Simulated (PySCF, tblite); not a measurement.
# C3H5FOS: dynamics, then NMR shifts and electronic excitations on frames

How do NMR shifts and electronic excitations of C3H5FOS (`O=[S@@]1CC[C@@H]1F`) change as the atoms move?

Computed with tblite 0.8.0 and PySCF 2.14.0, with density-fitted response routines of our own, on a single molecule in the gas phase. Atoms count from 0, in the outputs and in this text.

### Step 1. The molecule as given

11 atoms, charge 0, multiplicity 1; geometry from: GFN2-xTB.

Bonds of the start (Å): O0–S1 1.45, S1–C2 1.87, C2–C3 1.53, C3–C4 1.52, C4–F5 1.35, C4–S1 1.91, C2–H6 1.09, C2–H7 1.08, C3–H8 1.09, C3–H9 1.09, C4–H10 1.09.

### Step 2. Dynamics with GFN2-xTB

Job settings and geometry (Å):

```
{"job": {"kind": "md", "xc": "GFN2-xTB", "basis": "xTB", "temperature": 600, "steps": 2000, "every": 50, "frames": 5}, "charge": 0, "multiplicity": 1}
O      0.225986     2.054672     1.166412
S      0.221969     1.547709    -0.193895
C     -1.115897     0.238376    -0.295176
C     -0.165170    -0.860757     0.167625
C      1.111809    -0.138914    -0.227810
F      2.162896    -0.272841     0.616115
H     -1.432792     0.134939    -1.329000
H     -1.963533     0.442665     0.350170
H     -0.193207    -0.967036     1.252102
H     -0.308611    -1.840840    -0.288691
H      1.461974    -0.335302    -1.243817
```

Level: GFN2-xTB Langevin dynamics, gas phase.

The run is started by

```
$ OMP_NUM_THREADS=1 python probes_run.py task.json out
```

This one command runs all jobs of the session in turn.

The program printed:

```text
t/fs     T/K      E/eV
    0.0   526.4   -570.83643
   25.0   220.1   -570.23966
   50.0   546.4   -570.34580
   75.0   459.7   -570.15713
  100.0   526.4   -570.20681
  125.0   522.6   -570.38044
  150.0   720.0   -570.24144
  175.0   697.0   -570.12536
  200.0   779.0   -570.30861
  225.0   577.7   -570.08412
  250.0   637.7   -570.08047
  275.0   641.9   -570.17599
  300.0   605.8   -569.82435
  325.0   625.8   -570.09338
  350.0   564.6   -570.19718
  375.0   444.9   -570.15171
  400.0   521.4   -570.36140
  425.0   622.1   -570.30067
  450.0   454.3   -570.35072
  475.0   734.2   -570.21674
  500.0   681.7   -570.11575
  525.0   751.1   -570.33974
  550.0   622.9   -570.01954
  575.0   470.9   -569.77991
  600.0   712.9   -569.96950
  625.0   501.5   -569.95648
  650.0   716.6   -570.13621
  675.0   594.2   -570.04162
  700.0   446.2   -570.21093
  725.0   491.9   -570.13509
  750.0   636.9   -570.15773
  775.0   681.3   -570.38196
  800.0   759.2   -570.22554
  825.0   558.4   -569.75634
  850.0   798.9   -570.00169
  875.0   724.0   -569.89191
  900.0   581.9   -569.91234
  925.0   676.2   -570.33248
  950.0   551.1   -569.87303
  975.0   813.4   -570.08583
 1000.0   934.1   -570.39598
```

Wall time 6.7 s (1 thread of Arm Neoverse V2, shared host); peak memory 0.18 GiB.

Distance from the start (root mean square after alignment): 0 fs 0.00 Å, 200 fs 0.68 Å, 400 fs 0.48 Å, 600 fs 0.81 Å, 800 fs 0.43 Å, 1000 fs 0.08 Å.

Positions (Å) and forces (eV/Å) at 1000 fs:

```xyz
11

O     0.111    0.497    1.465   -0.307    1.274   -2.693
S    -0.047    0.860   -0.005    0.623   -2.600    2.838
C    -0.924   -0.722   -0.676   -0.608    1.879    0.452
C     0.321   -1.469   -0.868    0.727   -1.212   -0.740
C     1.252   -0.289   -0.886    0.517    0.299   -0.481
F     2.464   -0.388   -0.270   -0.469   -0.095    0.006
H    -1.409   -0.396   -1.570   -0.446   -0.107   -0.560
H    -1.569   -1.150    0.045   -0.881   -0.101    0.570
H     0.555   -2.130   -0.066    0.137   -0.314    0.944
H     0.234   -2.132   -1.746    0.625    0.391   -0.115
H     1.448    0.004   -1.912    0.083    0.586   -0.221
```

### Step 3. Shielding tensors: 250 fs, PBE0/pcSseg-1

Job settings and geometry (Å):

```
{"job": {"kind": "nmr", "xc": "PBE0", "basis": "pcSseg-1", "pop": false}, "charge": 0, "multiplicity": 1}
O      0.429900     1.919300     0.851900
S      0.203800     0.990500    -0.197700
C     -1.204200    -0.229400     0.002900
C     -0.254200    -1.343500    -0.527300
C      0.972900    -0.788900    -0.069700
F      1.247900    -1.030600     1.259000
H     -2.096600    -0.037000    -0.600600
H     -1.557300    -0.540700     0.935300
H     -0.453800    -2.332200    -0.042200
H     -0.284500    -1.534600    -1.635800
H      1.744200    -1.291500    -0.666900
```

With the program's defaults for keys left out, this is: GIAO PBE0/pcSseg-1 NMR shielding, non-relativistic, gas phase.

The program printed:

```text
coarse grid: 10160 points
cycle   1  E = -689.7506990412  dE =  1.237e+00  |g| = 9.439e-01  |ddm| = 3.263e+00
cycle   2  E = -688.8411709559  dE =  9.095e-01  |g| = 2.296e+00  |ddm| = 3.665e+00
cycle   3  E = -689.9001444418  dE = -1.059e+00  |g| = 2.808e-01  |ddm| = 3.140e+00
cycle   4  E = -689.9144722316  dE = -1.433e-02  |g| = 1.378e-01  |ddm| = 4.593e-01
cycle   5  E = -689.9182227371  dE = -3.751e-03  |g| = 1.982e-02  |ddm| = 1.502e-01
cycle   6  E = -689.9182976534  dE = -7.492e-05  |g| = 8.066e-03  |ddm| = 2.362e-02
cycle   7  E = -689.9183106199  dE = -1.297e-05  |g| = 1.775e-03  |ddm| = 6.962e-03
cycle   8  E = -689.9183113352  dE = -7.153e-07  |g| = 5.139e-04  |ddm| = 3.184e-03
final grid: 95048 points
cycle   9  E = -689.9736611403  dE = -1.625e-05  |g| = 1.113e-02  |ddm| = 2.345e-02
cycle  10  E = -689.9735820073  dE =  7.913e-05  |g| = 2.223e-02  |ddm| = 3.508e-02
cycle  11  E = -689.9736869151  dE = -1.049e-04  |g| = 2.377e-03  |ddm| = 2.581e-02
cycle  12  E = -689.9736879693  dE = -1.054e-06  |g| = 2.902e-04  |ddm| = 1.964e-03
cycle  13  E = -689.9736879868  dE = -1.755e-08  |g| = 8.055e-05  |ddm| = 4.029e-04
cycle  14  E = -689.9736879876  dE = -8.026e-10  |g| = 3.719e-05  |ddm| = 7.723e-05
cycle  15  E = -689.9736879879  dE = -2.810e-10  |g| = 5.821e-06  |ddm| = 4.559e-05
converged SCF energy = -689.9736879879

GIAO shielding tensors (ppm)
atom      isotropic    diamagn.    paramagn.     s11        s22        s33       span
  0 O      171.728     393.673    -221.944    -77.894    106.738    486.341    564.235
  1 S      104.514    1048.367    -943.853    -86.897    105.944    294.495    381.392
  2 C      131.234     252.850    -121.616     86.615    115.499    191.589    104.974
  3 C      159.101     253.414     -94.313    139.230    159.436    178.638     39.407
  4 C       70.579     247.522    -176.943     53.651     55.758    102.327     48.677
  5 F      361.438     473.484    -112.046    311.273    348.434    424.608    113.335
  6 H       28.415      29.542      -1.127     25.366     26.520     33.359      7.993
  7 H       28.270      31.615      -3.345     25.853     27.187     31.771      5.918
  8 H       28.557      28.584      -0.027     25.333     26.026     34.313      8.979
  9 H       28.658      29.297      -0.639     25.738     26.601     33.636      7.898
 10 H       25.831      29.126      -3.295     21.114     27.118     29.261      8.147
```

Wall time 13 s (1 thread of Arm Neoverse V2, shared host); peak memory 0.64 GiB.

Shifts follow as δ = σ(reference) − σ, with reference shieldings (ppm) from runs at the same level and on the same kind of geometry: 1H TMS 31.72, 13C TMS 186.9, 19F CFCl3 170.9, 17O H2O 336.1, 33S CS2 504. The references are single molecules in the gas phase, so shifts against H2O, NH3, PH3, H3PO4 or CFCl3 are not on the usual liquid scales and can be off by tens of ppm. Each atom is listed at this fixed geometry, with no averaging over motion; a spectrum would average atoms that exchange fast.

| atoms | environment | σ (ppm) | δ (ppm) |
| --- | --- | --- | --- |
| C4 | sp3 CH bonded to F and S | 70.6 | 116.3 |
| C2 | sp3 CH2 bonded to S | 131.2 | 55.7 |
| C3 | sp3 CH2 in a ring | 159.1 | 27.8 |
| H10 | hydrogen on an sp3 CH bonded to F and S | 25.83 | 5.89 |
| H7 | hydrogen on an sp3 CH2 bonded to S | 28.27 | 3.45 |
| H6 | hydrogen on an sp3 CH2 bonded to S | 28.41 | 3.30 |
| H8 | hydrogen on an sp3 CH2 in a ring | 28.56 | 3.16 |
| H9 | hydrogen on an sp3 CH2 in a ring | 28.66 | 3.06 |
| O0 | S=O oxygen | 171.7 | 164.4 |
| S1 | sulfoxide sulfur | 105 | 399 |
| F5 | fluorine on an sp3 carbon | 361.4 | -190.5 |

Ring of atoms S1, C2, C3, C4: NICS(0) -3.2, NICS(1) -2.0, NICS(1)zz 1.8 ppm (means of both faces; NICS(1) differs between them: -5.2 and 1.1).

The two faces differ (NICS(1)zz 7.0 and -3.4 ppm).

Orbitals, density, ELF and potential are computed afterwards from the orbital file.

Frontier orbitals at PBE0/pcSseg-1, with the share of their density that lies nearest to each atom:

| orbital | energy (eV) | lies on |
| --- | --- | --- |
| HOMO | -6.79 | O0 40 %; S1 31 %; C4 10 % |
| LUMO | -0.09 | S1 35 %; C4 19 %; O0 16 % |

ELF in a plane through or near 5 of the atoms.

Ten even steps from ' ' (0.00) to '@' (0.99):
```
                                                        
                                                        
                                                        
                                      ....              
                ::--..              ::==++--::          
              ++%%%%##==::....    ..==##%%##++::        
            ..%%@@@@@@%%**++++::::==**##**%%%%==..      
              **@@@@@@++::++%%##**++##----##%%++::      
                ..--++++..++####==..==########==..      
                  ::++@@@@++..==**++++==------::        
                ::====++..**==**%%%%**::..              
              ..--**++::..@@%%..--##++..                
                ..==++==++##**==++##++..                
                  ........--**@@@@@@%%--                
                          ..**@@@@@@@@==                
                          ..==@@@@@@%%::                
                            ..==**++--                  
                                                        
                                                        
                                                        
```
The map spans 9.9 Å across and 8.9 Å up, centred on the molecule. Atoms in the plane (x, y in Å): O0 (2.3, 1.3), C2 (0.7, -0.9), C3 (-0.8, -0.4), C4 (-0.5, 1.0), H6 (0.9, -1.9).

On the surface of density 0.002 e/bohr³ the electrostatic potential runs, from the 1st to the 99th percentile, from -1.83 V near O0 to 1.42 V near H10.

### Step 4. Excited states and response: 250 fs, PBE0/def2-SVPD

Same as in step 3 but for these lines:

```diff
@@ -1,2 +1,2 @@
-{"job": {"kind": "nmr", "xc": "PBE0", "basis": "pcSseg-1", "pop": false}, "charge": 0, "multiplicity": 1}
+{"job": {"kind": "uv", "xc": "PBE0", "basis": "def2-SVPD", "nstates": 5, "ntriplets": 0}, "charge": 0, "multiplicity": 1}
 O      0.429900     1.919300     0.851900
```

Method: TDDFT PBE0/def2-SVPD, vertical, gas phase, core orbitals frozen in the response.

The program printed:

```text
coarse grid: 10160 points
cycle   1  E = -689.4695709457  dE =  1.179e+00  |g| = 8.793e-01  |ddm| = 4.693e+00
cycle   2  E = -688.6283444852  dE =  8.412e-01  |g| = 2.186e+00  |ddm| = 3.735e+00
cycle   3  E = -689.6125263082  dE = -9.842e-01  |g| = 2.371e-01  |ddm| = 2.973e+00
cycle   4  E = -689.6224082239  dE = -9.882e-03  |g| = 1.277e-01  |ddm| = 5.292e-01
cycle   5  E = -689.6258930808  dE = -3.485e-03  |g| = 1.911e-02  |ddm| = 2.214e-01
cycle   6  E = -689.6259676903  dE = -7.461e-05  |g| = 6.932e-03  |ddm| = 3.916e-02
cycle   7  E = -689.6259772161  dE = -9.526e-06  |g| = 1.478e-03  |ddm| = 1.053e-02
final grid: 95048 points
cycle   8  E = -689.7083053826  dE = -4.838e-06  |g| = 1.291e-02  |ddm| = 7.430e-02
cycle   9  E = -689.7082012137  dE =  1.042e-04  |g| = 2.506e-02  |ddm| = 5.192e-02
cycle  10  E = -689.7083422259  dE = -1.410e-04  |g| = 3.227e-03  |ddm| = 3.790e-02
cycle  11  E = -689.7083443080  dE = -2.082e-06  |g| = 2.597e-04  |ddm| = 3.464e-03
cycle  12  E = -689.7083443209  dE = -1.294e-08  |g| = 9.645e-05  |ddm| = 8.021e-04
cycle  13  E = -689.7083443225  dE = -1.578e-09  |g| = 3.775e-05  |ddm| = 1.547e-04
cycle  14  E = -689.7083443228  dE = -3.147e-10  |g| = 6.832e-06  |ddm| = 9.003e-05
converged SCF energy = -689.7083443228

Static polarisability (au): isotropic 59.910, principal 50.422 57.604 71.705

Singlet excitations
state   eV       nm        f      main configurations
  1   5.1099    242.6   0.01379   H->L 0.96
  2   5.6715    218.6   0.00639   H->L+1 0.92
  3   6.0710    204.2   0.01901   H->L+3 0.56, H->L+2 0.37
  4   6.2518    198.3   0.02776   H->L+2 0.59, H->L+3 0.38
  5   6.9353    178.8   0.03836   H-1->L 0.58, H-1->L+1 0.22
```

Wall time 18 s (1 thread of Arm Neoverse V2, shared host); peak memory 0.73 GiB.

Frontier orbitals and where they lie:

| orbital | eV | atoms |
| --- | --- | --- |
| HOMO−3 | -10.71 | C2 22 %, C3 22 %, H9 12 % |
| HOMO−2 | -9.84 | F5 23 %, C4 21 %, C3 20 % |
| HOMO−1 | -8.53 | O0 46 %, S1 14 %, C2 14 % |
| HOMO | -6.94 | O0 39 %, S1 33 %, C4 9 % |
| LUMO | -0.28 | S1 35 %, C4 19 %, O0 16 % |
| LUMO+1 | 0.20 | S1 46 %, O0 10 %, F5 8 % |
| LUMO+2 | 0.33 | S1 20 %, H9 14 %, C3 14 % |

With each of the 5 states as a Gaussian band of 0.4 eV half-width at 1/e, the curve within the window shown has maxima at 240 nm (ε 600), 200 nm (ε 1,900), 180 nm (ε 1,600) L/(mol cm). Beyond the last state computed it falls off for lack of states. The curve at chosen wavelengths:

nm, ε (L/mol/cm) and a bar:
```
      171        888 #############
      175       1405 ######################
      179       1631 ##########################
      183       1547 ########################
      187       1433 ######################
      192       1562 #########################
      196       1788 ############################
      200       1899 ##############################
      204       1791 ############################
      208       1510 ########################
      212       1174 ##################
      216        882 #############
      220        682 ##########
      225        565 ########
      229        551 ########
      233        573 ########
      237        599 #########
      241        603 #########
      245        572 ########
      249        508 #######
      253        423 ######
      258        307 ####
      262        223 ###
      266        153 #
      270        101 #
      274         63
```

Leading natural transition orbitals of singlet state 5: the hole lies on O0 48 %; C2, C4 about 13 % each; S1 10 %; the particle on S1 31 %; O0 19 %; C4 13 %.

Leading natural transition orbitals of singlet state 1: the hole lies on O0 44 %; S1 29 %; C2, C4 about 8 % each; the particle on S1 35 %; C4 17 %; O0 17 %.

Further results of this job:

| property | computed |
| --- | --- |
| dipole moment (D) | 4.60 |
| polarisability (Å³) | 8.88 |
| HOMO–LUMO gap (eV) | 6.66 |
| −ε(HOMO) (eV) | 6.94 |

### Step 5. NMR shieldings: 425 fs, PBE0/pcSseg-1

Job settings and geometry (Å):

```
{"job": {"kind": "nmr", "xc": "PBE0", "basis": "pcSseg-1", "pop": false}, "charge": 0, "multiplicity": 1}
O      0.736700     1.024100     1.391700
S      0.586500     0.603100     0.048400
C     -1.061700    -0.401800    -0.122900
C     -0.362700    -1.676400    -0.451900
C      1.037600    -1.279400    -0.107300
F      1.640600    -1.846600     0.972600
H     -1.789100    -0.041400    -0.846600
H     -1.525600    -0.601700     0.943500
H     -0.676500    -2.517400     0.186100
H     -0.351800    -1.948600    -1.472400
H      1.660100    -1.590200    -0.951900
```

Method: GIAO PBE0/pcSseg-1 NMR shielding, non-relativistic, gas phase.

The program printed:

```text
coarse grid: 10160 points
cycle   1  E = -689.7471220723  dE =  1.176e+00  |g| = 9.610e-01  |ddm| = 3.205e+00
cycle   2  E = -688.7475909200  dE =  9.995e-01  |g| = 2.383e+00  |ddm| = 3.168e+00
cycle   3  E = -689.9016482300  dE = -1.154e+00  |g| = 2.882e-01  |ddm| = 2.709e+00
cycle   4  E = -689.9160777270  dE = -1.443e-02  |g| = 1.519e-01  |ddm| = 4.216e-01
cycle   5  E = -689.9208155949  dE = -4.738e-03  |g| = 2.246e-02  |ddm| = 1.564e-01
cycle   6  E = -689.9209243885  dE = -1.088e-04  |g| = 7.800e-03  |ddm| = 2.777e-02
cycle   7  E = -689.9209386944  dE = -1.431e-05  |g| = 1.531e-03  |ddm| = 7.473e-03
cycle   8  E = -689.9209392410  dE = -5.465e-07  |g| = 4.375e-04  |ddm| = 2.535e-03
final grid: 95048 points
cycle   9  E = -689.9758388172  dE = -1.745e-05  |g| = 1.048e-02  |ddm| = 2.438e-02
cycle  10  E = -689.9757680624  dE =  7.075e-05  |g| = 2.078e-02  |ddm| = 2.924e-02
cycle  11  E = -689.9758623253  dE = -9.426e-05  |g| = 2.170e-03  |ddm| = 2.078e-02
cycle  12  E = -689.9758632188  dE = -8.935e-07  |g| = 2.736e-04  |ddm| = 1.782e-03
cycle  13  E = -689.9758632363  dE = -1.754e-08  |g| = 8.223e-05  |ddm| = 3.985e-04
cycle  14  E = -689.9758632375  dE = -1.161e-09  |g| = 2.928e-05  |ddm| = 6.980e-05
cycle  15  E = -689.9758632377  dE = -1.853e-10  |g| = 5.823e-06  |ddm| = 3.779e-05
converged SCF energy = -689.9758632377

GIAO shielding tensors (ppm)
atom      isotropic    diamagn.    paramagn.     s11        s22        s33       span
  0 O      205.172     394.653    -189.481   -124.516    220.984    519.047    643.562
  1 S       81.920    1049.908    -967.989    -82.726     92.885    235.600    318.326
  2 C      119.973     251.938    -131.965     63.126    120.781    176.012    112.886
  3 C      156.701     251.483     -94.781    129.797    158.613    181.694     51.897
  4 C       84.234     247.825    -163.591     55.720     85.274    111.709     55.989
  5 F      359.858     469.894    -110.036    292.281    350.405    436.888    144.607
  6 H       27.832      29.859      -2.027     25.448     27.262     30.786      5.338
  7 H       26.015      27.934      -1.919     22.856     25.177     30.013      7.157
  8 H       28.269      28.415      -0.147     24.756     26.472     33.578      8.822
  9 H       29.493      30.763      -1.270     26.820     28.745     32.913      6.092
 10 H       26.378      29.924      -3.546     21.792     28.069     29.274      7.482
```

Run time: 9.3 s. Hardware: 1 thread of Arm Neoverse V2, shared host; peak memory 0.66 GiB.

Key values: δ C4 102.7, C2 67.0, C3 30.2, O0 130.9, H7 5.70, H10 5.34 ppm.

### Step 6. Ultraviolet spectrum: 425 fs, PBE0/def2-SVPD

Same as in step 5 but for these lines:

```diff
@@ -1,2 +1,2 @@
-{"job": {"kind": "nmr", "xc": "PBE0", "basis": "pcSseg-1", "pop": false}, "charge": 0, "multiplicity": 1}
+{"job": {"kind": "uv", "xc": "PBE0", "basis": "def2-SVPD", "nstates": 5, "ntriplets": 0}, "charge": 0, "multiplicity": 1}
 O      0.736700     1.024100     1.391700
```

Level: TDDFT PBE0/def2-SVPD, vertical, gas phase, core orbitals frozen in the response.

The program printed:

```text
coarse grid: 10160 points
cycle   1  E = -689.4680031945  dE =  1.117e+00  |g| = 8.961e-01  |ddm| = 4.616e+00
cycle   2  E = -688.5520513684  dE =  9.160e-01  |g| = 2.264e+00  |ddm| = 3.622e+00
cycle   3  E = -689.6162818365  dE = -1.064e+00  |g| = 2.430e-01  |ddm| = 2.810e+00
cycle   4  E = -689.6262020927  dE = -9.920e-03  |g| = 1.379e-01  |ddm| = 4.901e-01
cycle   5  E = -689.6304142973  dE = -4.212e-03  |g| = 2.038e-02  |ddm| = 2.079e-01
cycle   6  E = -689.6305125728  dE = -9.828e-05  |g| = 5.947e-03  |ddm| = 4.233e-02
cycle   7  E = -689.6305206439  dE = -8.071e-06  |g| = 1.307e-03  |ddm| = 9.339e-03
final grid: 95048 points
cycle   8  E = -689.7120672746  dE = -9.625e-06  |g| = 1.174e-02  |ddm| = 8.620e-02
cycle   9  E = -689.7119802431  dE =  8.703e-05  |g| = 2.266e-02  |ddm| = 4.511e-02
cycle  10  E = -689.7120987342  dE = -1.185e-04  |g| = 2.817e-03  |ddm| = 3.134e-02
cycle  11  E = -689.7121003642  dE = -1.630e-06  |g| = 2.720e-04  |ddm| = 3.147e-03
cycle  12  E = -689.7121003806  dE = -1.633e-08  |g| = 9.192e-05  |ddm| = 7.393e-04
cycle  13  E = -689.7121003822  dE = -1.636e-09  |g| = 3.053e-05  |ddm| = 1.522e-04
cycle  14  E = -689.7121003824  dE = -2.076e-10  |g| = 8.635e-06  |ddm| = 7.004e-05
converged SCF energy = -689.7121003824

Static polarisability (au): isotropic 60.091, principal 51.723 59.438 69.113

Singlet excitations
state   eV       nm        f      main configurations
  1   5.0119    247.4   0.02290   H->L 0.97
  2   5.2388    236.7   0.00349   H->L+1 0.97
  3   6.0835    203.8   0.02983   H->L+2 0.76, H->L+3 0.15, H-1->L 0.08
  4   6.3052    196.6   0.00341   H-1->L+1 0.86, H-1->L 0.10
  5   6.3581    195.0   0.01477   H->L+3 0.43, H-1->L 0.24, H->L+2 0.22
```

Wall time 15 s (1 thread of Arm Neoverse V2, shared host); peak memory 0.73 GiB.

In short: HOMO -6.98 eV, LUMO -0.46 eV; lowest singlet 5.01 eV.

(Part 1 of 2 ends here.)
